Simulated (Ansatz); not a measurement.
Reaction: CH2Cl (SMILES [CH2]Cl, doublet) → CH2Cl- (SMILES [CH2-]Cl) (an electron is taken up)
Each species at its own B3LYP-D3(BJ)/def2-TZVP minimum (Ansatz, a first-principles code).

Total energies in hartree (Ansatz). Open shells are spin-unrestricted; no spin-orbit coupling. Cores are frozen in correlated methods. No relativity.

```tsv
species	HF/aug-cc-pV(T+d)Z	CCSD(T)/aug-cc-pV(T+d)Z	HF/aug-cc-pV(Q+d)Z	CCSD(T)/aug-cc-pV(Q+d)Z	CCSD(T)/aug-cc-pV(D+d)Z	CCSDT(Q)/aug-cc-pV(D+d)Z
1: CH2Cl (SMILES [CH2]Cl, doublet)	-498.51759	-498.90842	-498.52329	-498.93795	-498.80760	-498.80909
2: CH2Cl- (SMILES [CH2-]Cl)	-498.49616	-498.93165	-498.50127	-498.96188	-498.82968	-498.83146
```

Task: Work out the adiabatic electron affinity (electronic), positive where energy is released in eV: take Hartree-Fock from aug-cc-pV(Q+d)Z, extrapolate the CCSD(T) correlation energy as X^-3 (X = 3, 4), and add CCSDT(Q) - CCSD(T) in aug-cc-pV(D+d)Z. 1 hartree = 27.211 eV.

Result: 
Species 1: correlation (64·(-0.41466) - 27·(-0.39083))/37 = -0.43205; step -0.00149; E1 = -498.52329 + (-0.43205) + (-0.00149) = -498.95683
Species 2: correlation (64·(-0.46061) - 27·(-0.43549))/37 = -0.47894; step -0.00178; E2 = -498.50127 + (-0.47894) + (-0.00178) = -498.98199
+1·E1 -1·E2 = 0.02516 hartree = 0.68 eV.
